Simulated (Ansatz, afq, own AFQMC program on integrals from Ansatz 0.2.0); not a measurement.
InH3⁺, doublet: AFQMC among the cluster methods

```yaml
atoms:
  - { symbol: In, position_ang: [0.0000, -0.0186, 0.0037] }
  - { symbol: H, position_ang: [0.0000, 2.3333, -0.0653] }
  - { symbol: H, position_ang: [0.0000, -0.1720, -2.0305] }
  - { symbol: H, position_ang: [0.0000, -0.0481, 1.6718] }
```

Basis def2-SVP with its core potentials. Noble-gas cores (and the filled d shells of Ga–Kr and In–Xe) are frozen. Ansatz 0.2.0 and our own AFQMC program on the same integrals; the CISD trial comes from CCSD amplitudes, and released means the phaseless constraint is let go. ± is one standard error of the sampling. No spin–orbit coupling.

Determinant: UHF, the one that the program's search chose, which needn't be the lowest solution. The geometry is a point of a scan.

Full CI on the same integrals is exact in this basis and with this determinant's frozen core.

Cautions: no spin-orbit coupling; inner d shell frozen.

- T1 diagnostic: 0.0218
- weight of the determinant in the CISD state: 0.930
- ⟨S²⟩ of the determinant: 0.761
- size of the correlated space: 5 electrons in 32 orbitals

Reference: full CI, correlation energy -1.921 eV. The released energy is read at 2.40 1/Eh (meV from the phaseless value at times in 1/Eh: 0.1 ± 1.0 at 0.24, -0.6 ± 0.9 at 0.51, -2.5 ± 0.7 at 0.99, -2.0 ± 0.7 at 1.62, -2.5 ± 0.6 at 2.40).

```
         level  E − E(reference) (meV)  share of correlation (%)
            HF                  1920.5                      0.00
           MP2                   578.6                     69.87
          CCSD                    41.9                     97.82
       CCSD(T)                    14.0                     99.27
         CCSDT                     1.3                     99.93
      CCSDT(Q)                     0.5                     99.98
        CCSDTQ                     0.0                    100.00
 ph-AFQMC/CISD               3.6 ± 0.9                     99.81
released AFQMC               1.1 ± 0.6                     99.94
```

CCSDT and higher add their correlation energy to the determinant of the CCSD(T) run, since their own runs factorise the integrals more tightly (a shift of under 2 meV). A walk keeps the symmetry of its determinant, which the program's search chose and which needn't be the lowest solution, so a lower state of the same spin and another symmetry isn't excluded. Released energies are given only where the last usable release times agree within the noise; a slower fall can still hide under it.
